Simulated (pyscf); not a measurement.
Optimised with ωB97X-D3(BJ)/def2-SVP in PySCF.

### Question
HO–SiH₂–F (SMILES O[SiH2]F) + H₂ (SMILES [H][H]) → F–SiH₃ (SMILES F[SiH3]) + H₂O (SMILES O)
Surface: singlet. Broken: O–Si, H–H. Formed: H–Si, H–O. Give ΔE‡ and ΔE from ωB97X-D3(BJ)/def2-TZVP, relative to the separated reactants.

### Answer
ΔE‡ = 217.0 kJ/mol, ΔE = +96.3 kJ/mol. ωB97M-D3(BJ)/def2-TZVP gives 214.1 kJ/mol and +95.9 kJ/mol. Zero-point energy shifts the barrier by +11.2 kJ/mol. It is a four-centre exchange, with an imaginary mode of 1292i cm⁻¹. One saddle was located; it need not be the lowest between these sides.
